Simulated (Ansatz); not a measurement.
A displaced shape of singlet P2:

```yaml
atoms:
  - { symbol: P, position_ang: [-0.0354, 0.0345, -0.9531] }
  - { symbol: P, position_ang: [-0.0037, -0.0377, 0.9781] }
```

It was optimised with HF/def2-SVP in Ansatz (development build ahead of 0.2.0) to forces under 0.001 eV/Å, with restricted orbitals. Each step stands on the lowest determinant of that kind that the program's search found.

(1) What shape does it relax to, and how does the optimisation go?

Results:

(1)

```csv
atom,x (Å),y (Å),z (Å)
P,-0.0347,0.0331,-0.9151
P,-0.0043,-0.0363,0.9401
```

Bond lengths: P1–P2 1.857 Å.

```
step  E − E(start) (eV)  largest force (eV/Å)
   1             0.0000                3.1451
   2            -0.0806                2.2455
   3            -0.1265                0.0785
   4            -0.1266                0.0012
   5            -0.1266                0.0000
```

The optimisation ended after 5 steps with its threshold met. Caution: near this shape an unrestricted determinant lies lower.
